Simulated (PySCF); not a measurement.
**Which determinant of LiC⁺ lies lowest?**

Unrestricted PBE0; Li STO-3G, C STO-3G; no relativity (PySCF 2.14). Outer shells of the fragments: Li+ closed shells only; C 2s2 2p2.

Followed along the bond (rough minima from three points):

| 2Ms+1 | unpaired | ⟨S²⟩ at the start | R at minimum (Å) | Te (eV) |
| --- | --- | --- | --- | --- |
| 3 | σ ↑, π ↑ | 2.00 | 2.18 | 0.00 |
| 1 | σ ↑, π ↓ | 1.00 | 2.21 | 0.60 |
| 3 | π ↑↑ | 2.01 | 2.08 | 0.80 |
| 1 | π ↑↓ | 1.00 | 2.06 | 1.41 |
| 1 | none | 0.00 | 2.34 | 1.46 |

Solutions found at the starting distance of 2.095 Å, counted from the lowest of them; the search is not exhaustive and high or unbound solutions are not listed, so other states can lie among these:

```csv
2Ms+1,unpaired,term,E (eV),⟨S²⟩,⟨Lz²⟩,μ (D)
3,"σ ↑, π ↑",³Π,0.00,2.00,1.00,-4.30
1,"σ ↑, π ↓",mixed,0.61,1.00,1.00,-4.35
3,π ↑↑,³Σ⁻,0.79,2.01,0.00,-4.31
1,π ↑↓,mixed,1.40,1.00,2.00,-4.24
1,none,¹Σ⁺,1.59,0.00,0.00,-4.47
1,none,mixed,3.03,0.00,2.00,-3.76
```

A term symbol is given only where ⟨S²⟩ and ⟨Lz²⟩ are close to those of a pure state; real π, δ and φ orbitals otherwise mix terms. A positive dipole points towards C; it is taken about the centre of mass and depends on that origin.

STO-3G is very small, so such numbers show the basis as much as the molecule.
